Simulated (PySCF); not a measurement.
**Mg: ionisation energy**

Mg [Ne] 3s2 (1S) → Mg⁺ [Ne] 3s1 (2S), as a difference of total energies. All numbers are calculated (PySCF 2.14, the non-relativistic Hamiltonian (point nucleus), in cc-pVTZ). Correlated levels: valence: [Ne] frozen. The calculations carry no spin-orbit coupling.

```csv
method,ionisation energy (eV)
UHF,6.607
LDA,7.722
B3LYP,7.728
MP2 (valence),7.248
SCS-MP2 (valence),7.376
CCSD (valence),7.525
```

How much does correlation contribute at MP2 (valence)?

7.248 − (6.607) = 0.641 eV, measured against UHF.

Errors of the correlated levels include the incompleteness of this basis and the frozen core.

With two correlated electrons CCSD is exact in that space.

For comparison: 7.646 eV (measured; NIST Atomic Spectra Database, ionization energies).
